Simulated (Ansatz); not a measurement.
A nudged elastic band was laid between two geometries of AlClH₂ (4 atoms, charge 0, multiplicity 1).

Computed with RKS PBE-D4/6-31G* in Ansatz 0.2.0.

```
movable images  : 9
climbing image  : yes
spring          : 5.0 eV/Å²
optimiser       : quadratic models (default)
start path      : through a guess of the saddle point
force threshold : 0.05 eV/Å
iteration limit : 60
end points      : relaxed
```

Image 0:

```xyz
4
Properties=species:S:1:pos:R:3
Al 0.329 0.000 0.340
H 0.138 0.000 1.921
Cl 2.319 0.000 -0.395
H -0.840 0.000 -0.742
```

Image 10:

```xyz
4
Properties=species:S:1:pos:R:3
Al -0.587 0.000 -0.118
H 1.710 0.000 0.755
Cl 2.965 0.000 1.218
H -2.141 0.000 -0.730
```

(1) Which bonds break or form, and what moves?

(2) What energy profile does the band end with?

(3) What is the geometry of the highest image?

(4) What are the harmonic wavenumbers there?

Answers

(1) Bonds broken: Al1–H2, Al1–Cl3. Bonds formed: H2–Cl3. AlClH2 becomes AlH + ClH.

(2) The forces met the threshold. The highest image is number 5 of 0 to 10, 2.81 eV above the first end and 0.13 eV above the last; the last end lies 2.68 eV above the first. A vibrational analysis at the climbing image gives one clearly imaginary mode, 389i cm⁻¹: a first-order saddle point. The orbitals stay closed-shell, which can raise the energy where a bond breaks towards radicals; this wasn't checked here.

| image | path coordinate (Å) | energy (eV) | Al1–H2 (Å) | Al1–Cl3 (Å) | H2–Cl3 (Å) |
| --- | --- | --- | --- | --- | --- |
| 0 | 0.00 | 0.00 | 1.59 | 2.12 | 3.18 |
| 1 | 0.34 | 0.17 | 1.58 | 2.12 | 2.84 |
| 2 | 0.67 | 0.72 | 1.57 | 2.16 | 2.47 |
| 3 | 1.01 | 1.69 | 1.57 | 2.30 | 2.13 |
| 4 | 1.34 | 2.55 | 1.64 | 2.51 | 1.83 |
| 5 | 1.68 | 2.81 | 1.81 | 2.73 | 1.53 |
| 6 | 2.13 | 2.76 | 2.15 | 3.15 | 1.37 |
| 7 | 2.59 | 2.74 | 2.25 | 3.41 | 1.35 |
| 8 | 3.04 | 2.71 | 2.34 | 3.60 | 1.35 |
| 9 | 3.49 | 2.69 | 2.41 | 3.73 | 1.34 |
| 10 | 3.95 | 2.68 | 2.46 | 3.79 | 1.34 |

(3) 
```xyz
4
Properties=species:S:1:pos:R:3:forces:R:3
Al -0.494 0.000 0.557 0.00 0.00 0.04
H 1.141 0.000 1.342 0.00 0.00 0.00
Cl 2.214 0.000 0.246 0.01 0.00 0.00
H -0.913 0.000 -1.021 -0.01 0.00 -0.04
```

(4) 389i, 287, 446, 580, 1240, 1766 cm⁻¹.

Run time: 2.2 min on 1 thread of Arm Neoverse N1, with other jobs on the host, peak memory 0.09 GiB.
